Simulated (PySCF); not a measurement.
# Li: electron affinity

Li- [He] 2s2 (1S) → Li [He] 2s1 (2S), as a difference of total energies. Computed with PySCF 2.14 in dyall-acv3z (15s9p3d, 57 functions), with scalar relativity by spin-free X2C-1e. Correlated levels: valence: 1s2 frozen; virtual orbitals above 40 to 60 times the deepest correlated orbital energy dropped. The calculations carry no spin-orbit coupling.

Q: Order these methods by the electron affinity they give, lowest first.
A. SCS-MP2 (valence)
B. MP2 (valence)
C. UHF
D. CCSD (valence)

A: C (-0.123 eV), B (0.332 eV), A (0.423 eV), D (0.615 eV).

Errors of the correlated levels include the incompleteness of this basis and the frozen core.

A negative affinity means that the anion lies above the atom at that level of theory.

With two correlated electrons CCSD is exact in that space.

The coupled-cluster amplitudes are large for Li- (T1 above 0.03 or a double amplitude above 0.15), so a single reference is strained.

For comparison: 0.618 eV (measured; photodetachment measurements, as compiled on the Wikipedia data page of electron affinities).
